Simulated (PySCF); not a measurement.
Gas-phase reaction: (CH₃)₂Si = vinylsilane

Method: PySCF energies plus ideal-gas RRHO corrections (1 bar). † marks an energy on the PBE0/def2-TZVP geometry and frequencies; other levels use their own. MP2 and CCSD(T) freeze the core. 6-31G* has spherical d functions here. All species are closed-shell singlets. B3LYP is the form with VWN-RPA correlation. No R ln 2 is added for the mirror-image form of (CH₃)₂Si. (CH₃)₂Si: computed as isolated molecules; such fragments, hydroxides, amides, oligomers or adducts are transient or little studied in the gas. MP2 isn't extrapolated to the basis-set limit; its ΔH°(298 K) is -61.1 kJ in def2-SVP and -56.0 kJ in def2-TZVPP. CCSD(T) isn't extrapolated to the basis-set limit; its ΔH°(298 K) is -59.6 kJ in def2-SVP and -53.1 kJ in def2-TZVPP. The harmonic model lacks anharmonicity and excited electronic states, which grow with temperature; levels with a mode under 35 cm⁻¹ are left out. Internal rotation in (CH₃)₂Si, vinylsilane is treated as a harmonic vibration of one conformer, which makes the entropy rough.

| level | ΔE electronic, kJ | ΔH°(298 K), kJ | ΔS°(298 K), J/K | ΔG°(1200 K), kJ |
|---|---|---|---|---|
| B3LYP/6-31G* | -37 | -51 | -14 | -34 |
| BLYP/def2-TZVP† | -44 | -57 | -11 | -43 |
| CCSD(T)/def2-TZVPP† | -41 | -53 | -11 | -40 |
| HF/6-31G* | -50 | -63 | -19 | -40 |
| HF/def2-TZVP† | -65 | -77 | -11 | -64 |
| MP2/def2-TZVPP† | -43 | -56 | -11 | -42 |
| PBE/def2-SVP | -35 | -47 | -10 | -34 |
| PBE/def2-TZVP† | -32 | -45 | -11 | -31 |
| PBE0/def2-SVP† | -33 | -46 | -11 | -32 |
ΔH° is lowest at HF/def2-TZVP† and highest at PBE/def2-TZVP†. No reference value is set beside these.
